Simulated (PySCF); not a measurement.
C₆H₉ (doublet state).
Structure used (GFN2-xTB), in Å, numbered top down from 1:
```xyz
15
C6H9 angstrom
C     -2.464    0.438    0.305
C     -1.157    0.183   -0.344
C     -0.144   -0.653    0.238
C      0.846   -1.414   -0.645
C      1.340   -0.385   -0.030
C      2.414    0.561    0.281
H     -3.291    0.035   -0.290
H     -2.501   -0.019    1.292
H     -2.651    1.511    0.411
H     -0.967    0.631   -1.306
H     -0.411   -1.096    1.197
H      0.934   -2.215   -1.337
H      3.328    0.297   -0.250
H      2.611    0.565    1.354
H      2.110    1.568   -0.007
```

The hyperfine couplings belong to this conformer and change with its torsions.

As a line formula: `C[CH][C@H]1C=C1C` [radical].

The calculation used PySCF 2.14.0, UKS B3LYP, pcH-1 on C H, non-relativistic, mean-field spin-orbit, GIAO. Geometry: GFN2-xTB, one conformer, isolated molecule. A GFN2-xTB geometry isn't a minimum of the functional, and hyperfine couplings can be far from their values at a DFT geometry. The SCF solution wasn't tested for stability.

Principal values of hyperfine tensors in MHz (contact and dipolar terms together), for some of the nuclei:

| atom | isotope | A1 | A2 | A3 |
| --- | --- | --- | --- | --- |
| H7 | 1H | 107.98 | 109.40 | 121.05 |
| H9 | 1H | 89.70 | 90.80 | 102.67 |
| C2 | 13C | 6.39 | 7.15 | 226.58 |
| C4 | 13C | 70.51 | 71.68 | 96.61 |
| C5 | 13C | 61.08 | 61.70 | 90.50 |
| H10 | 1H | -90.47 | -56.30 | -21.50 |
| C3 | 13C | -44.00 | -41.88 | -36.36 |
| C1 | 13C | -34.35 | -31.64 | -30.47 |

**Question.** Split each tensor into its isotropic and traceless parts, and turn a_iso into mT with g = 2.0026.

**Answer.** a_iso is a third of the trace, T = A − a_iso, and a(mT) = a(MHz)/(g × 13.996).

```tsv
atom	a_iso (MHz)	a_iso (mT)	T1	T2	T3
H7	112.81	4.025	-4.83	-3.41	8.24
H9	94.39	3.368	-4.69	-3.59	8.28
C2	80.04	2.856	-73.65	-72.89	146.54
C4	79.60	2.840	-9.09	-7.92	17.01
C5	71.10	2.537	-10.01	-9.39	19.40
H10	-56.09	-2.001	-34.38	-0.21	34.59
C3	-40.75	-1.454	-3.25	-1.13	4.38
C1	-32.15	-1.147	-2.20	0.51	1.69
```

**Question.** What spin density at the nucleus of H9 lies behind its contact coupling (g_N = 5.58569)?

**Answer.** a_FC = (2μ0/3) gₑ μB g_N μN ρ(0)/(2S·h) = 800.24 MHz × g_N × ρ(0)/(2S), with ρ in bohr⁻³. With a_FC = 94.39 MHz and 2S = 1, ρ(0) = 0.02112 bohr⁻³. In magnitude that is 6.6 % of the 1/π = 0.318 of a free hydrogen atom.

**Question.** H12 (1H, g_N = 5.58569) isn't in the table. Its spin density at the nucleus is 0.005346 bohr⁻³. What is its contact coupling?

**Answer.** By the same relation, a_FC = 23.9 MHz. Its full tensor has the principal values 19.60, 22.18, 29.91 MHz.

**Question.** Name the largest traceless tensor T of the table and describe it.

**Answer.** C2: -73.6, -72.9, 146.5 MHz, axial, in the ratio −1:−1:+2, the form that spin in one p orbital centred on that nucleus gives.

**Question.** In a single crystal, with the field along each principal axis of the tensor of C2 in turn, what first-order splitting does this nucleus give (isotropic g, quadrupole terms neglected)?

**Answer.** 2 lines (I = 1/2), spaced by |A_i|/(g × 13.996): 0.23, 0.25, 8.08 mT along the axes of A1, A2 and A3.
